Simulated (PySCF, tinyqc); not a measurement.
RKS/exchange-only LDA in the sto-6g basis, for CH2, spin multiplicity 1, step by step (part 1 of 2). The lowest restricted solution is unstable here: a spin-polarised one lies 0.0171 hartree lower (PySCF). Computed by tinyqc, a small Python program that keeps every step (integrals from PySCF). Settings: charge = 0, multiplicity = 1, basis = sto-6g, energy threshold = 1e-09, iteration cap = 63, orthogonalisation = symmetric, start = core, DIIS depth = 3, method = RKS, functional = Slater exchange alone, grid = [30, 86]. Command: `OMP_NUM_THREADS=1 python tinyqc.py 30348 30349 out.jsonl` (the two numbers bound the seeds that draw the settings). One thread of a shared host (Intel(R) Xeon(R) Processor @ 2.60GHz), about 0.5 s of CPU time with the checks. Later iterations appear only in the table of the cycle.

## One-electron integrals

Geometry (angstrom):
```
atom,x,y,z
C,0.000000,0.000000,0.000000
H,0.000000,1.104000,0.799000
H,0.000000,-1.104000,0.799000
```

Basis sto-6g: exponents (1/bohr^2) and contraction coefficients of normalised primitives:
```
element,l (shell),exponent,coefficient
C,s (1),742.737049,0.009164
C,s (1),136.180025,0.049361
C,s (1),38.098264,0.168538
C,s (1),13.087782,0.370563
C,s (1),5.082369,0.416492
C,s (1),2.093200,0.130334
C,s (2),30.497239,-0.013253
C,s (2),6.036200,-0.046992
C,s (2),1.876046,-0.033785
C,s (2),0.721783,0.250242
C,s (2),0.313471,0.595117
C,s (2),0.143687,0.240706
C,p (3),30.497239,0.003760
C,p (3),6.036200,0.037679
C,p (3),1.876046,0.173897
C,p (3),0.721783,0.418036
C,p (3),0.313471,0.425860
C,p (3),0.143687,0.101708
H,s (1),35.523221,0.009164
H,s (1),6.513144,0.049361
H,s (1),1.822143,0.168538
H,s (1),0.625955,0.370563
H,s (1),0.243077,0.416492
H,s (1),0.100112,0.130334
```

Overlap, kinetic and nuclear-attraction integrals over the contracted functions; the nuclear repulsion is the sum of Za Zb / Rab.

nuclear repulsion = 4.89928953 hartree

overlap S, lower triangle:
```
,1C 1s,1C 2s,1C 2px,1C 2py,1C 2pz,2H 1s,3H 1s
1C 1s,1.000000
1C 2s,0.243228,1.000000
1C 2px,0.000000,0.000000,1.000000
1C 2py,0.000000,0.000000,0.000000,1.000000
1C 2pz,0.000000,0.000000,0.000000,0.000000,1.000000
2H 1s,0.034599,0.347695,0.000000,0.295503,0.213865,1.000000
3H 1s,0.034599,0.347695,0.000000,-0.295503,0.213865,0.085470,1.000000
```

kinetic energy T (hartree), lower triangle:
```
,1C 1s,1C 2s,1C 2px,1C 2py,1C 2pz,2H 1s,3H 1s
1C 1s,16.068641
1C 2s,-0.492789,0.492405
1C 2px,0.000000,0.000000,1.479234
1C 2py,0.000000,0.000000,0.000000,1.479234
1C 2pz,0.000000,0.000000,0.000000,0.000000,1.479234
2H 1s,-0.008993,0.037269,0.000000,0.104655,0.075742,0.768522
3H 1s,-0.008993,0.037269,0.000000,-0.104655,0.075742,-0.012015,0.768522
```

nuclear attraction V (hartree), lower triangle:
```
,1C 1s,1C 2s,1C 2px,1C 2py,1C 2pz,2H 1s,3H 1s
1C 1s,-34.784566
1C 2s,-3.807315,-5.930597
1C 2px,0.000000,0.000000,-5.877748
1C 2py,0.000000,0.000000,0.000000,-5.981330
1C 2pz,-0.013409,-0.141885,0.000000,0.000000,-5.932003
2H 1s,-0.607698,-1.638296,0.000000,-1.280158,-0.952546,-3.792531
3H 1s,-0.607698,-1.638296,0.000000,1.280158,-0.952546,-0.347446,-3.792531
```

core Hamiltonian H = T + V (hartree), lower triangle:
```
,1C 1s,1C 2s,1C 2px,1C 2py,1C 2pz,2H 1s,3H 1s
1C 1s,-18.715925
1C 2s,-4.300104,-5.438191
1C 2px,0.000000,0.000000,-4.398514
1C 2py,0.000000,0.000000,0.000000,-4.502095
1C 2pz,-0.013409,-0.141885,0.000000,0.000000,-4.452769
2H 1s,-0.616691,-1.601027,0.000000,-1.175503,-0.876804,-3.024009
3H 1s,-0.616691,-1.601027,0.000000,1.175503,-0.876804,-0.359462,-3.024009
```

## Two-electron integrals

Functions are numbered as in S; the eight-fold symmetry (ij|kl) = (ji|kl) = (kl|ij) leaves the list below.

Two-electron integrals (ij|kl) in chemists' order, unique and non-zero (hartree):
```
i,j,k,l,(ij|kl)
1,1,1,1,3.543743
2,1,1,1,0.529462
2,1,2,1,0.100317
2,2,1,1,0.853596
2,2,2,1,0.199930
2,2,2,2,0.624844
3,1,3,1,0.021271
3,2,3,1,0.031868
3,2,3,2,0.138108
3,3,1,1,0.853598
3,3,2,1,0.199930
3,3,2,2,0.624843
3,3,3,3,0.673218
4,1,4,1,0.021271
4,2,4,1,0.031868
4,2,4,2,0.138108
4,3,4,3,0.036281
4,4,1,1,0.853598
4,4,2,1,0.199930
4,4,2,2,0.624843
4,4,3,3,0.600655
4,4,4,4,0.673218
5,1,5,1,0.021271
5,2,5,1,0.031868
5,2,5,2,0.138108
5,3,5,3,0.036281
5,4,5,4,0.036281
5,5,1,1,0.853598
5,5,2,1,0.199930
5,5,2,2,0.624843
5,5,3,3,0.600655
5,5,4,4,0.600655
5,5,5,5,0.673218
6,1,1,1,0.079050
6,1,2,1,0.014435
6,1,2,2,0.028358
6,1,3,3,0.028253
6,1,4,1,0.000767
6,1,4,2,0.001498
6,1,4,4,0.028460
6,1,5,1,0.000555
6,1,5,2,0.001084
6,1,5,4,0.000150
6,1,5,5,0.028362
6,1,6,1,0.002136
6,2,1,1,0.213196
6,2,2,1,0.050806
6,2,2,2,0.177920
6,2,3,3,0.173503
6,2,4,1,0.004182
6,2,4,2,0.029299
6,2,4,4,0.182199
6,2,5,1,0.003026
6,2,5,2,0.021205
6,2,5,4,0.006294
6,2,5,5,0.178058
6,2,6,1,0.007570
6,2,6,2,0.070804
6,3,3,1,0.005103
6,3,3,2,0.027038
6,3,4,3,0.005538
6,3,5,3,0.004008
6,3,6,3,0.007970
6,4,1,1,0.157332
6,4,2,1,0.037976
6,4,2,2,0.140596
6,4,3,3,0.133761
6,4,4,1,0.007732
6,4,4,2,0.047968
6,4,4,4,0.151024
6,4,5,1,0.001903
6,4,5,2,0.015148
6,4,5,4,0.008486
6,4,5,5,0.137003
6,4,6,1,0.005898
6,4,6,2,0.066204
6,4,6,4,0.068700
6,5,1,1,0.113866
6,5,2,1,0.027485
6,5,2,2,0.101754
6,5,3,3,0.096807
6,5,4,1,0.001903
6,5,4,2,0.015148
6,5,4,4,0.101286
6,5,5,1,0.006480
6,5,5,2,0.038001
6,5,5,4,0.008779
6,5,5,5,0.107169
6,5,6,1,0.004268
6,5,6,2,0.047914
6,5,6,4,0.043952
6,5,6,5,0.039780
6,6,1,1,0.385349
6,6,2,1,0.093557
6,6,2,2,0.373296
6,6,3,3,0.354820
6,6,4,1,0.008709
6,6,4,2,0.083951
6,6,4,4,0.391195
6,6,5,1,0.006303
6,6,5,2,0.060758
6,6,5,4,0.026326
6,6,5,5,0.373872
6,6,6,1,0.014104
6,6,6,2,0.197942
6,6,6,4,0.203297
6,6,6,5,0.147133
6,6,6,6,0.774999
7,1,1,1,0.079050
7,1,2,1,0.014435
7,1,2,2,0.028358
7,1,3,3,0.028253
7,1,4,1,-0.000767
7,1,4,2,-0.001498
7,1,4,4,0.028460
7,1,5,1,0.000555
7,1,5,2,0.001084
7,1,5,4,-0.000150
7,1,5,5,0.028362
7,1,6,1,0.002074
7,1,6,2,0.007106
7,1,6,4,0.005077
7,1,6,5,0.004018
7,1,6,6,0.013060
7,1,7,1,0.002136
7,2,1,1,0.213196
7,2,2,1,0.050806
7,2,2,2,0.177920
7,2,3,3,0.173503
7,2,4,1,-0.004182
7,2,4,2,-0.029299
7,2,4,4,0.182199
7,2,5,1,0.003026
7,2,5,2,0.021205
7,2,5,4,-0.006294
7,2,5,5,0.178058
7,2,6,1,0.007106
7,2,6,2,0.049248
7,2,6,4,0.033669
7,2,6,5,0.032517
7,2,6,6,0.105607
7,2,7,1,0.007570
7,2,7,2,0.070804
7,3,3,1,0.005103
7,3,3,2,0.027038
7,3,4,3,-0.005538
7,3,5,3,0.004008
7,3,6,3,0.005129
7,3,7,3,0.007970
7,4,1,1,-0.157332
7,4,2,1,-0.037976
7,4,2,2,-0.140596
7,4,3,3,-0.133761
7,4,4,1,0.007732
7,4,4,2,0.047968
7,4,4,4,-0.151024
7,4,5,1,-0.001903
7,4,5,2,-0.015148
7,4,5,4,0.008486
7,4,5,5,-0.137003
7,4,6,1,-0.005077
7,4,6,2,-0.033669
7,4,6,4,-0.018786
7,4,6,5,-0.021855
7,4,6,6,-0.068862
7,4,7,1,-0.005898
7,4,7,2,-0.066204
7,4,7,4,0.068700
7,5,1,1,0.113866
7,5,2,1,0.027485
7,5,2,2,0.101754
7,5,3,3,0.096807
7,5,4,1,-0.001903
7,5,4,2,-0.015148
7,5,4,4,0.101286
7,5,5,1,0.006480
7,5,5,2,0.038001
7,5,5,4,-0.008779
7,5,5,5,0.107169
7,5,6,1,0.004018
7,5,6,2,0.032517
7,5,6,4,0.021855
7,5,6,5,0.026143
7,5,6,6,0.073375
7,5,7,1,0.004268
7,5,7,2,0.047914
7,5,7,4,-0.043952
7,5,7,5,0.039780
7,6,1,1,0.043267
7,6,2,1,0.010383
7,6,2,2,0.038385
7,6,3,3,0.037232
7,6,4,4,0.038221
7,6,5,1,0.000975
7,6,5,2,0.007581
7,6,5,5,0.039701
7,6,6,1,0.001514
7,6,6,2,0.014001
7,6,6,4,0.011439
7,6,6,5,0.010377
7,6,6,6,0.037619
7,6,7,1,0.001514
7,6,7,2,0.014001
7,6,7,4,-0.011439
7,6,7,5,0.010377
7,6,7,6,0.003557
7,7,1,1,0.385349
7,7,2,1,0.093557
7,7,2,2,0.373296
7,7,3,3,0.354820
7,7,4,1,-0.008709
7,7,4,2,-0.083951
7,7,4,4,0.391195
7,7,5,1,0.006303
7,7,5,2,0.060758
7,7,5,4,-0.026326
7,7,5,5,0.373872
7,7,6,1,0.013060
7,7,6,2,0.105607
7,7,6,4,0.068862
7,7,6,5,0.073375
7,7,6,6,0.239270
7,7,7,1,0.014104
7,7,7,2,0.197942
7,7,7,4,-0.203297
7,7,7,5,0.147133
7,7,7,6,0.037619
7,7,7,7,0.774999
```

## Orthogonalisation

S = U s U^T; symmetric (Loewdin) form X = U s^(-1/2) U^T, so that X^T S X = 1.

eigenvalues of S: 0.436253  0.537181  0.869074  1.000000  1.109296  1.377349  1.670848

X, lower triangle:
```
,1C 1s,1C 2s,1C 2px,1C 2py,1C 2pz,2H 1s,3H 1s
1C 1s,1.024827
1C 2s,-0.139162,1.139545
1C 2px,0.000000,0.000000,1.000000
1C 2py,0.000000,0.000000,0.000000,1.082175
1C 2pz,-0.007664,0.069800,0.000000,0.000000,1.041878
2H 1s,0.019217,-0.210115,0.000000,-0.180192,-0.126560,1.118915
3H 1s,0.019217,-0.210115,0.000000,0.180192,-0.126560,-0.015378,1.118915
```

## Starting guess

The start is the orbitals of the core Hamiltonian; D = 2 C_occ C_occ^T.

D at the start, lower triangle:
```
,1C 1s,1C 2s,1C 2px,1C 2py,1C 2pz,2H 1s,3H 1s
1C 1s,2.118627
1C 2s,-0.500444,2.097896
1C 2px,0.000000,0.000000,2.000000
1C 2py,0.000000,0.000000,0.000000,2.244882
1C 2pz,-0.211729,0.963258,0.000000,0.000000,0.442447
2H 1s,0.072162,-0.286086,0.000000,-0.250390,-0.131322,0.066949
3H 1s,0.072162,-0.286086,0.000000,0.250390,-0.131322,0.011093,0.066949
```

## Iteration 1: exchange-correlation on the grid

Becke grid with 30 radial and 86 angular points per atom, points of zero weight dropped. rho = sum D_ij phi_i phi_j; V_xc,ij = sum w v_xc phi_i phi_j; v_xc is d(rho eps)/d rho.

The 12 grid points with the largest w rho, of 7730 (bohr, atomic units):
```
x,y,z,w,rho,eps_xc,v_xc
1.373095,0.000000,0.554140,0.091269,0.180288,-0.417229,-0.556305
-1.373095,0.000000,0.554140,0.091269,0.180288,-0.417229,-0.556305
1.129549,0.000000,0.455852,0.053843,0.301598,-0.495292,-0.660389
-1.129549,0.000000,0.455852,0.053843,0.301598,-0.495292,-0.660389
-0.845768,0.845768,0.230292,0.053097,0.302528,-0.495800,-0.661067
-0.845768,-0.845768,0.230292,0.053097,0.302528,-0.495800,-0.661067
0.845768,0.845768,0.230292,0.053097,0.302528,-0.495800,-0.661067
0.845768,-0.845768,0.230292,0.053097,0.302528,-0.495800,-0.661067
-1.373095,0.554140,0.000000,0.091141,0.171121,-0.410034,-0.546712
-1.373095,-0.554140,0.000000,0.091141,0.171121,-0.410034,-0.546712
1.373095,0.554140,0.000000,0.091141,0.171121,-0.410034,-0.546712
1.373095,-0.554140,0.000000,0.091141,0.171121,-0.410034,-0.546712
```

electrons on the grid, sum of w rho = 8.000194

E_xc = sum of w rho eps_xc = -5.75718585 hartree

V_xc (hartree), lower triangle:
```
,1C 1s,1C 2s,1C 2px,1C 2py,1C 2pz,2H 1s,3H 1s
1C 1s,-2.096443
1C 2s,-0.280033,-0.527809
1C 2px,0.000000,0.000000,-0.553395
1C 2py,0.000000,0.000000,0.000000,-0.550677
1C 2pz,-0.008812,-0.053614,0.000000,0.000000,-0.479326
2H 1s,-0.043410,-0.130328,0.000000,-0.094362,-0.071284,-0.157237
3H 1s,-0.043410,-0.130328,0.000000,0.094362,-0.071284,-0.024550,-0.157237
```

## Iteration 1: building the Kohn-Sham matrix

J_ij = sum D_kl (ij|kl); F = H + J + V_xc; E = tr D H + tr D J / 2 + E_xc + E_nn.

Coulomb J (hartree), lower triangle:
```
,1C 1s,1C 2s,1C 2px,1C 2py,1C 2pz,2H 1s,3H 1s
1C 1s,12.383803
1C 2s,2.284210,5.509200
1C 2px,0.000000,0.000000,5.552918
1C 2py,0.000000,0.000000,0.000000,5.546046
1C 2pz,0.044639,0.201790,0.000000,0.000000,5.428634
2H 1s,0.333711,1.531381,0.000000,1.187639,0.885969,3.078302
3H 1s,0.333711,1.531381,0.000000,-1.187639,0.885969,0.326449,3.078302
```

Kohn-Sham matrix F (hartree), lower triangle:
```
,1C 1s,1C 2s,1C 2px,1C 2py,1C 2pz,2H 1s,3H 1s
1C 1s,-8.428566
1C 2s,-2.295927,-0.456800
1C 2px,0.000000,0.000000,0.601009
1C 2py,0.000000,0.000000,0.000000,0.493274
1C 2pz,0.022418,0.006291,0.000000,0.000000,0.496539
2H 1s,-0.326391,-0.199974,0.000000,-0.082226,-0.062119,-0.102943
3H 1s,-0.326391,-0.199974,0.000000,0.082226,-0.062119,-0.057563,-0.102943
```

total energy of this density = -36.40493937 hartree

## Iteration 1: diagonalisation and new density

Diagonalise F' = X^T F X, C = X C', fill 4 alpha and 4 beta electrons from the bottom; D = 2 C_occ C_occ^T. Each column has its largest component positive (the first on a tie).

F' = X^T F X (hartree), lower triangle:
```
,1,2,3,4,5,6,7
1,-8.230204
2,-1.327202,0.117576
3,0.000000,0.000000,0.601009
4,0.000000,0.000000,0.000000,0.638864
5,-0.001636,0.108133,0.000000,0.000000,0.572713
6,-0.020750,-0.177700,0.000000,-0.193185,-0.137957,0.022387
7,-0.020750,-0.177700,0.000000,0.193185,-0.137957,-0.018482,0.022387
```

orbital energies (hartree): MO1 -8.436695, MO2 -0.149362, MO3 -0.065152, MO4 0.328614, MO5 0.601009, MO6 0.721432, MO7 0.744886

coefficients C:
```
,MO1,MO2,MO3,MO4,MO5,MO6,MO7
1C 1s,0.991496,-0.107404,0.000000,-0.234609,0.000000,-0.144191,0.000000
1C 2s,0.035007,0.228017,0.000000,0.945351,0.000000,0.681317,0.000000
1C 2px,0.000000,0.000000,0.000000,0.000000,1.000000,0.000000,0.000000
1C 2py,0.000000,0.000000,0.153940,0.000000,0.000000,0.000000,1.101065
1C 2pz,0.000166,0.056083,0.000000,-0.476031,0.000000,0.944841,0.000000
2H 1s,-0.006867,0.584101,0.682548,-0.299285,0.000000,-0.488508,-0.458158
3H 1s,-0.006867,0.584101,-0.682548,-0.299285,0.000000,-0.488508,0.458158
```

D after iteration 1, lower triangle:
```
,1C 1s,1C 2s,1C 2px,1C 2py,1C 2pz,2H 1s,3H 1s
1C 1s,2.099285
1C 2s,-0.423138,1.893811
1C 2px,0.000000,0.000000,0.000000
1C 2py,0.000000,0.000000,0.000000,0.047395
1C 2pz,0.211643,-0.874445,0.000000,0.000000,0.459501
2H 1s,0.001343,-0.299969,0.000000,0.210143,0.350452,1.793328
3H 1s,0.001343,-0.299969,0.000000,-0.210143,0.350452,-0.070158,1.793328
```

## Iteration 2: exchange-correlation on the grid

As before.

The 12 grid points with the largest w rho, of 7730 (bohr, atomic units):
```
x,y,z,w,rho,eps_xc,v_xc
0.000000,0.000000,-1.480696,0.089427,0.130727,-0.374835,-0.499781
0.000000,0.000000,-1.218065,0.052664,0.216729,-0.443633,-0.591511
0.000000,-0.554140,-1.373095,0.091503,0.122255,-0.366556,-0.488742
0.000000,0.554140,-1.373095,0.091503,0.122255,-0.366556,-0.488742
0.554140,0.000000,-1.373095,0.091505,0.121872,-0.366173,-0.488231
-0.554140,0.000000,-1.373095,0.091505,0.121872,-0.366173,-0.488231
0.000000,-0.455852,-1.129549,0.053887,0.202742,-0.433877,-0.578502
0.000000,0.455852,-1.129549,0.053887,0.202742,-0.433877,-0.578502
0.455852,0.000000,-1.129549,0.053888,0.202033,-0.433371,-0.577827
-0.455852,0.000000,-1.129549,0.053888,0.202033,-0.433371,-0.577827
0.000000,0.000000,-1.781672,0.148033,0.067398,-0.300562,-0.400749
0.547270,-0.547270,-1.262321,0.086066,0.113493,-0.357581,-0.476775
```

electrons on the grid, sum of w rho = 7.999958

E_xc = sum of w rho eps_xc = -5.13256254 hartree

V_xc (hartree), lower triangle:
```
,1C 1s,1C 2s,1C 2px,1C 2py,1C 2pz,2H 1s,3H 1s
1C 1s,-2.057287
1C 2s,-0.251172,-0.420596
1C 2px,0.000000,0.000000,-0.392837
1C 2py,0.000000,0.000000,0.000000,-0.435531
1C 2pz,0.009965,0.043958,0.000000,0.000000,-0.433410
2H 1s,-0.038773,-0.134256,0.000000,-0.119593,-0.080038,-0.446196
3H 1s,-0.038773,-0.134256,0.000000,0.119593,-0.080038,-0.028727,-0.446196
```

## Iteration 2: building the Kohn-Sham matrix

As before.

Coulomb J (hartree), lower triangle:
```
,1C 1s,1C 2s,1C 2px,1C 2py,1C 2pz,2H 1s,3H 1s
1C 1s,10.453018
1C 2s,1.850237,4.503802
1C 2px,0.000000,0.000000,4.418056
1C 2py,0.000000,0.000000,0.000000,4.562176
1C 2pz,-0.017204,0.029372,0.000000,0.000000,4.531172
2H 1s,0.270287,1.364923,0.000000,1.118303,0.818426,3.424018
3H 1s,0.270287,1.364923,0.000000,-1.118303,0.818426,0.303742,3.424018
```

Kohn-Sham matrix F (hartree), lower triangle:
```
,1C 1s,1C 2s,1C 2px,1C 2py,1C 2pz,2H 1s,3H 1s
1C 1s,-10.320194
1C 2s,-2.701040,-1.354986
1C 2px,0.000000,0.000000,-0.373295
1C 2py,0.000000,0.000000,0.000000,-0.375450
1C 2pz,-0.020648,-0.068554,0.000000,0.000000,-0.355006
2H 1s,-0.385178,-0.370360,0.000000,-0.176792,-0.138415,-0.046186
3H 1s,-0.385178,-0.370360,0.000000,0.176792,-0.138415,-0.084447,-0.046186
```

total energy of this density = -37.37714443 hartree

## Iteration 2: DIIS over 2 matrices

error matrix X^T (FDS - SDF) X:
```
,1,2,3,4,5,6,7
1,0.000000,-0.003253,0.000000,0.000000,-0.021456,0.042706,0.042706
2,0.003253,0.000000,0.000000,0.000000,0.106198,-0.279541,-0.279541
3,0.000000,0.000000,0.000000,0.000000,0.000000,0.000000,0.000000
4,0.000000,0.000000,0.000000,0.000000,0.000000,-0.464369,0.464369
5,0.021456,-0.106198,0.000000,0.000000,0.000000,-0.449598,-0.449598
6,-0.042706,0.279541,0.000000,0.464369,0.449598,0.000000,0.000000
7,-0.042706,0.279541,0.000000,-0.464369,0.449598,0.000000,0.000000
```

B (overlaps of the stored error matrices):
```
,1,2
1,2.3261129e+00,-1.8085659e+00
2,-1.8085659e+00,2.0144752e+00
```

Minimise |sum c_i e_i|^2 with sum c_i = 1: solve [B -1; -1 0][c; lambda] = [0; -1] with B_ij = tr e_i^T e_j, and take F = sum c_i F_i.

DIIS coefficients: 0.480419  0.519581

extrapolated F (hartree), lower triangle:
```
,1C 1s,1C 2s,1C 2px,1C 2py,1C 2pz,2H 1s,3H 1s
1C 1s,-9.411420
1C 2s,-2.506416,-0.923481
1C 2px,0.000000,0.000000,0.094779
1C 2py,0.000000,0.000000,0.000000,0.041902
1C 2pz,0.000042,-0.032597,0.000000,0.000000,0.054092
2H 1s,-0.356935,-0.288503,0.000000,-0.131361,-0.101761,-0.073453
3H 1s,-0.356935,-0.288503,0.000000,0.131361,-0.101761,-0.071531,-0.073453
```

## Iteration 2: diagonalisation and new density

As before.

F' = X^T F X (hartree), lower triangle:
```
,1,2,3,4,5,6,7
1,-9.212648
2,-1.359682,-0.363709
3,0.000000,0.000000,0.094779
4,0.000000,0.000000,0.000000,0.151408
5,-0.016530,0.044408,0.000000,0.000000,0.109443
6,-0.025534,-0.187401,0.000000,-0.177554,-0.124998,0.087745
7,-0.025534,-0.187401,0.000000,0.177554,-0.124998,-0.019899,0.087745
```

orbital energies (hartree): MO1 -9.417465, MO2 -0.334830, MO3 -0.122526, MO4 -0.005257, MO5 0.094779, MO6 0.358484, MO7 0.381577

coefficients C:
```
,MO1,MO2,MO3,MO4,MO5,MO6,MO7
1C 1s,0.992904,-0.223558,0.000000,0.127159,0.000000,-0.135745,0.000000
1C 2s,0.029597,0.762295,0.000000,-0.565074,0.000000,0.714016,0.000000
1C 2px,0.000000,0.000000,0.000000,0.000000,1.000000,0.000000,0.000000
1C 2py,0.000000,0.000000,0.543392,0.000000,0.000000,0.000000,0.969932
1C 2pz,0.002601,0.104459,0.000000,0.733061,0.000000,0.757745,0.000000
2H 1s,-0.006199,0.261477,0.469495,0.307699,0.000000,-0.711579,-0.674800
3H 1s,-0.006199,0.261477,-0.469495,0.307699,0.000000,-0.711579,0.674800
```

D after iteration 2, lower triangle:
```
,1C 1s,1C 2s,1C 2px,1C 2py,1C 2pz,2H 1s,3H 1s
1C 1s,2.104013
1C 2s,-0.425769,1.802557
1C 2px,0.000000,0.000000,0.000000
1C 2py,0.000000,0.000000,0.000000,0.590550
1C 2pz,0.144889,-0.669057,0.000000,0.000000,1.096594
2H 1s,-0.050967,0.050532,0.000000,0.510239,0.505719,0.767024
3H 1s,-0.050967,0.050532,0.000000,-0.510239,0.505719,-0.114676,0.767024
```

## Iteration 8 (converged): orbitals

converged F (hartree), lower triangle:
```
,1C 1s,1C 2s,1C 2px,1C 2py,1C 2pz,2H 1s,3H 1s
1C 1s,-9.603962
1C 2s,-2.547615,-1.007866
1C 2px,0.000000,0.000000,-0.018276
1C 2py,0.000000,0.000000,0.000000,-0.039343
1C 2pz,-0.015480,-0.089727,0.000000,0.000000,-0.004758
2H 1s,-0.363263,-0.314681,0.000000,-0.150696,-0.123248,-0.146750
3H 1s,-0.363263,-0.314681,0.000000,0.150696,-0.123248,-0.077004,-0.146750
```

As before.

F' = X^T F X (hartree), lower triangle:
```
,1,2,3,4,5,6,7
1,-9.404898
2,-1.367203,-0.454387
3,0.000000,0.000000,-0.018276
4,0.000000,0.000000,0.000000,0.066939
5,-0.024847,-0.018204,0.000000,0.000000,0.046831
6,-0.026265,-0.178226,0.000000,-0.172838,-0.121124,0.011919
7,-0.026265,-0.178226,0.000000,0.172838,-0.121124,-0.018992,0.011919
```

orbital energies (hartree): MO1 -9.609737, MO2 -0.424709, MO3 -0.196168, MO4 -0.032516, MO5 -0.018276, MO6 0.247435, MO7 0.294018

coefficients C:
```
,MO1,MO2,MO3,MO4,MO5,MO6,MO7
1C 1s,0.993125,-0.222401,0.000000,0.143562,0.000000,-0.118593,0.000000
1C 2s,0.028819,0.765903,0.000000,-0.636242,0.000000,0.647191,0.000000
1C 2px,0.000000,0.000000,0.000000,0.000000,1.000000,0.000000,0.000000
1C 2py,0.000000,0.000000,0.549860,0.000000,0.000000,0.000000,0.966279
1C 2pz,0.004441,0.192293,0.000000,0.695854,0.000000,0.775413,0.000000
2H 1s,-0.006392,0.238672,0.464976,0.318939,0.000000,-0.714636,-0.677922
3H 1s,-0.006392,0.238672,-0.464976,0.318939,0.000000,-0.714636,0.677922
```

D after iteration 8, lower triangle:
```
,1C 1s,1C 2s,1C 2px,1C 2py,1C 2pz,2H 1s,3H 1s
1C 1s,2.112738
1C 2s,-0.466113,1.984484
1C 2px,0.000000,0.000000,0.000000
1C 2py,0.000000,0.000000,0.000000,0.604693
1C 2pz,0.123085,-0.590653,0.000000,0.000000,1.042419
2H 1s,-0.027282,-0.040614,0.000000,0.511343,0.535604,0.749859
3H 1s,-0.027282,-0.040614,0.000000,-0.511343,0.535604,-0.114950,0.749859
```

## Convergence

Stop when the energy changes by less than 1e-09 hartree and every element of the error matrix X^T (F D S - S D F) X is below 9e-06.

Course of the cycle:
```
iteration,E (hartree),change,largest element of the error matrix
1,-36.40493937,-,4.46e-01
2,-37.37714443,-9.72e-01,4.64e-01
3,-38.04875108,-6.72e-01,5.90e-02
4,-38.05134943,-2.60e-03,4.86e-02
5,-38.05474764,-3.40e-03,1.71e-02
6,-38.05523184,-4.84e-04,9.31e-05
7,-38.05523186,-1.87e-08,6.39e-06
8,-38.05523186,-6.55e-11,2.52e-07
```

PySCF RKS in the same basis, fine grid = -38.05521253 hartree

Converged in 8 iterations. The coarse grid moves the energy by -1.93e-05 hartree.
